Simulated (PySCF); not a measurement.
B(F)3 anion (BF3), SMILES FB(F)F (connectivity only; charge and spin as stated), charge -1, multiplicity 2. Geometry: ωB97X-D3(BJ)/def2-SVPD. The multiplicity is an assumed one; other spin states were not compared. The isomer is the one that the SMILES or the coordinates give; other isomers of the formula were not compared.

Method: ωB97X-D3(BJ)/def2-SVPD (PySCF).

Harmonic wavenumbers (cm⁻¹): 401, 402, 583, 850, 1023, 1023. Rotational constants (GHz): 9.531, 9.531, 4.944; symmetry number 3.

Work out the zero-point energy and the ideal-gas rigid-rotor harmonic-oscillator thermochemistry at 298.15 K and 1 atm.

ZPE = ½ Σ hcν = ½ × 4280 cm⁻¹ = 6.12 kcal/mol. H − E(el) = 9.07 kcal/mol. Entropy in cal/(mol K): translation 38.56, rotation 21.90, vibration 2.74, spin 1.38, total 64.58. G − E(el) = -10.19 kcal/mol. Cp = 13.23 cal/(mol K).
